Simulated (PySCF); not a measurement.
Ne: ionisation energy

Ne [Ne] (1S) → Ne⁺ [He] 2s2 2p5 (2P), as a difference of total energies. All numbers are calculated (PySCF 2.14, the spin-free X2C one-electron Hamiltonian (Gaussian nucleus), in ANO-RCC-VTZP). Correlated levels: valence: 1s2 frozen. The calculations carry no spin-orbit coupling.

```tsv
method	ionisation energy (eV)
UHF	19.656
MP2 (valence)	21.592
SCS-MP2 (valence)	21.442
CCSD (valence)	21.323
CCSD(T) (valence)	21.382
CCSDT (valence)	21.379
```

A first-order spin-orbit estimate (lowest level to lowest level, LS coupling) adds -0.033 eV.

Errors of the correlated levels include the incompleteness of this basis and the frozen core.

Problem. Which method comes closest to the reference value, and which is furthest?

Solution. The reference is 21.565 eV (measured; NIST Atomic Spectra Database, ionization energies). Closest: MP2 (valence) (error -0.006 eV); furthest: UHF (error -1.942 eV), both after the spin-orbit estimate.
